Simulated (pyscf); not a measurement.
Thermochemistry of product channels of HO⁻ + H₃C–O–CH₃ on the singlet surface, in kJ/mol, from CCSD(T)/def2-TZVPPD + ΔMP2(QZVPPD) energies (ideal gas, 1 atm, RRHO with modes under 100 cm⁻¹ raised to 100, one conformer, R ln 2 for chiral ones without a mode under 150 cm⁻¹). Single points on ωB97X-D3(BJ)/def2-SVPD structures (PySCF, gas phase). Correlated levels are frozen-core, on RHF or UHF. ΔMP2 is the change of the MP2 total energy from the triple- to the quadruple-zeta basis.

```csv
products,ΔE,ΔH(298 K),ΔG(600 K),ΔG(1200 K)
H₃C–OH + H₃C–O⁻,-4.7,-9.4,-21.5,-30.1
H₂O + CH₃⁻ + H₂C=O,+144.2,+121.2,+22.6,-74.6
```

The channel to H₂O + CH₃⁻ + H₂C=O turns favourable between 298 and 1200 K (ΔG from +72.6 kJ/mol to -74.6 kJ/mol).

These are energies of the channels, which say nothing of barriers. H₃C–O–CH₃ lies 49.5 kJ/mol over its isomer H₃C–CH₂–OH (electronic energy, ωB97M-D3(BJ)/def2-TZVPD). The CCSD(T) − MP2 part came from Ansatz, without density fitting, on the same reference.
